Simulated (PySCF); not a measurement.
Metal–ligand bonds in Zr(F)3–Y. Isolated molecules, 0 K electronic values unless said otherwise. One relaxed conformer stands for each flexible species; it need not be the lowest. Multiplicities are imposed; where one is given, others were not computed. Strings in code marks are SMILES.

Computed with PySCF with TPSS-D3(BJ)/def2-TZVP // TPSS-D3(BJ)/def2-SVP. All candidates: neutral, multiplicity 2. 

The dipole moment comes out as 0.00 D and the highest occupied spin orbital comes out as -5.50 eV.

**Question.** Identify which member has these values.
(A) [Zr(F)3]
(B) `[CH3]`
(C) `[OH]`
(D) `[SH]`

**Answer.** B, `[CH3]`. The others give `[OH]`: 1.73 D, -7.32 eV; `[SH]`: 0.87 D, -6.25 eV; [Zr(F)3]: 0.00 D, -4.91 eV
